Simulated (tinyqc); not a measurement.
MP2 on RHF in the sto-6g basis, for H2O, spin multiplicity 1, step by step. One step of it, computed by the program tinyqc.

Question. Second-order Moller-Plesset energy. E2 = sum_ijab (ia|jb) [2 (ia|jb) - (ib|ja)] / (e_i + e_j - e_a - e_b) over occupied i, j and virtual a, b; the opposite-spin part is (ia|jb)^2 / denominator, the rest is same-spin, and SCS-MP2 scales them by 6/5 and 1/3.

orbital energies (hartree): MO1 -20.494398, MO2 -1.276373, MO3 -0.637516, MO4 -0.447442, MO5 -0.393947, MO6 0.600910, MO7 0.764891

Two-electron integrals over orbitals (pq|rs), unique and non-zero (hartree):
```
(11|11) 4.761325    (21|11) -0.426421   (21|21) 0.061861    (22|11) 1.018398
(22|21) -0.014016   (22|22) 0.729863    (31|31) 0.011169    (32|31) 0.017728
(32|32) 0.145992    (33|11) 0.803095    (33|21) -0.004133   (33|22) 0.647305
(33|33) 0.637061    (41|11) 0.183777    (41|21) -0.023575   (41|22) 0.016051
(41|33) 0.005951    (41|41) 0.029379    (42|11) -0.127099   (42|21) 0.009585
(42|22) 0.005342    (42|33) 0.006721    (42|41) 0.019671    (42|42) 0.125097
(43|31) -0.003245   (43|32) 0.019636    (43|43) 0.045842    (44|11) 1.018015
(44|21) -0.013595   (44|22) 0.683958    (44|33) 0.604238    (44|41) -0.012098
(44|42) -0.105151   (44|44) 0.798432    (51|51) 0.026725    (52|51) 0.032361
(52|52) 0.145126    (53|53) 0.029002    (54|51) -0.012986   (54|52) -0.045133
(54|54) 0.055628    (55|11) 1.117078    (55|21) -0.011219   (55|22) 0.749805
(55|33) 0.631391    (55|41) 0.004519    (55|42) -0.065205   (55|44) 0.736705
(55|55) 0.880663    (61|11) -0.261022   (61|21) 0.040521    (61|22) -0.002386
(61|33) -0.000070   (61|41) -0.002300   (61|42) 0.020282    (61|44) -0.018949
(61|55) -0.006150   (61|61) 0.035063    (62|11) 0.323907    (62|21) -0.008024
(62|22) 0.144326    (62|33) 0.075194    (62|41) 0.018795    (62|42) 0.020957
(62|44) 0.096140    (62|55) 0.161623    (62|61) 0.004809    (62|62) 0.102667
(63|31) 0.003022    (63|32) -0.044146   (63|43) -0.028261   (63|63) 0.074432
(64|11) 0.203388    (64|21) -0.001125   (64|22) 0.092563    (64|33) 0.040996
(64|41) 0.003320    (64|42) -0.022629   (64|44) 0.114644    (64|55) 0.108964
(64|61) 0.001332    (64|62) 0.062132    (64|64) 0.062546    (65|51) 0.016398
(65|52) 0.060875    (65|54) -0.002415   (65|65) 0.039222    (66|11) 0.804094
(66|21) -0.007607   (66|22) 0.612277    (66|33) 0.572581    (66|41) 0.021694
(66|42) 0.060704    (66|44) 0.548334    (66|55) 0.587031    (66|61) 0.007143
(66|62) 0.094724    (66|64) 0.043055    (66|66) 0.596698    (71|31) 0.015997
(71|32) 0.023588    (71|43) -0.004855   (71|63) 0.003931    (71|71) 0.022975
(72|31) 0.013930    (72|32) 0.040753    (72|43) -0.032412   (72|63) 0.035290
(72|71) 0.018872    (72|72) 0.061668    (73|11) 0.365397    (73|21) -0.007313
(73|22) 0.140996    (73|33) 0.092255    (73|41) -0.000978   (73|42) -0.072586
(73|44) 0.165229    (73|55) 0.190029    (73|61) -0.006757   (73|62) 0.078936
(73|64) 0.072657    (73|66) 0.037563    (73|73) 0.150408    (74|31) -0.009411
(74|32) -0.074970   (74|43) 0.004484    (74|63) 0.044048    (74|71) -0.013143
(74|72) -0.017098   (74|74) 0.066247    (75|53) 0.023792    (75|75) 0.024653
(76|31) 0.009764    (76|32) 0.102142    (76|43) 0.045954    (76|63) -0.068872
(76|71) 0.013117    (76|72) -0.008292   (76|74) -0.057309   (76|76) 0.119680
(77|11) 0.881597    (77|21) -0.009452   (77|22) 0.627892    (77|33) 0.614248
(77|41) 0.003725    (77|42) -0.015047   (77|44) 0.614974    (77|55) 0.629596
(77|61) -0.005594   (77|62) 0.071678    (77|64) 0.039693    (77|66) 0.567576
(77|73) 0.097448    (77|77) 0.624449
```

Hartree-Fock energy = -75.67349119 hartree

Give: Terms; Pair energies; MP2 correlation energy; SCS-MP2 correlation energy; MP2 total energy.

Answer.

Terms:
```
i  j  a  b   (ia|jb)   (ib|ja)  denominator       term
3  3  7  7     0.150     0.150       -2.805     -0.008
3  4  7  6     0.073     0.044       -2.451  -3.00e-03
4  3  6  7     0.073     0.044       -2.451  -3.00e-03
2  3  6  7     0.079     0.035       -3.280  -2.95e-03
3  2  7  6     0.079     0.035       -3.280  -2.95e-03
2  2  6  6     0.103     0.103       -3.755  -2.81e-03
3  3  6  6     0.074     0.074       -2.477  -2.24e-03
4  4  6  6     0.063     0.063       -2.097  -1.87e-03
4  4  7  7     0.066     0.066       -2.425  -1.81e-03
2  4  6  6     0.062     0.062       -2.926  -1.32e-03
4  2  6  6     0.062     0.062       -2.926  -1.32e-03
2  2  7  7     0.062     0.062       -4.083  -9.32e-04
5  5  6  6     0.039     0.039       -1.990  -7.73e-04
4  3  7  6     0.044     0.073       -2.451  -2.77e-04
3  4  6  7     0.044     0.073       -2.451  -2.77e-04
5  5  7  7     0.025     0.025       -2.318  -2.62e-04
2  3  7  6     0.035     0.079       -3.280   8.99e-05
3  2  6  7     0.035     0.079       -3.280   8.99e-05
2  4  7  7    -0.017    -0.017       -3.254  -8.99e-05
4  2  7  7    -0.017    -0.017       -3.254  -8.99e-05
1  1  6  6     0.035     0.035      -42.191  -2.91e-05
2  1  7  7     0.019     0.019      -23.301  -1.53e-05
1  2  7  7     0.019     0.019      -23.301  -1.53e-05
1  1  7  7     0.023     0.023      -42.519  -1.24e-05
1  4  7  7    -0.013    -0.013      -22.472  -7.69e-06
4  1  7  7    -0.013    -0.013      -22.472  -7.69e-06
3  1  7  6    -0.007  3.93e-03      -22.498  -5.24e-06
1  3  6  7    -0.007  3.93e-03      -22.498  -5.24e-06
1  3  7  6  3.93e-03    -0.007      -22.498  -2.55e-06
3  1  6  7  3.93e-03    -0.007      -22.498  -2.55e-06
2  1  6  6  4.81e-03  4.81e-03      -22.973  -1.01e-06
1  2  6  6  4.81e-03  4.81e-03      -22.973  -1.01e-06
1  4  6  6  1.33e-03  1.33e-03      -22.144  -8.01e-08
4  1  6  6  1.33e-03  1.33e-03      -22.144  -8.01e-08
```

Pair energies (hartree; pair i-j sums ij and ji):
```
pair  opposite spin  same spin
1-1       -4.16e-05      0.000
2-1       -3.26e-05      0.000
2-2       -3.74e-03      0.000
3-1       -5.43e-06  -1.02e-05
3-2       -4.56e-03  -1.16e-03
3-3          -0.010      0.000
4-1       -1.55e-05      0.000
4-2       -2.82e-03      0.000
4-3          -0.006  -6.68e-04
4-4       -3.68e-03      0.000
5-5       -1.04e-03      0.000
```

MP2 correlation energy = -0.03396 hartree

SCS-MP2 correlation energy = -0.03915 hartree

MP2 total energy = -75.70745 hartree
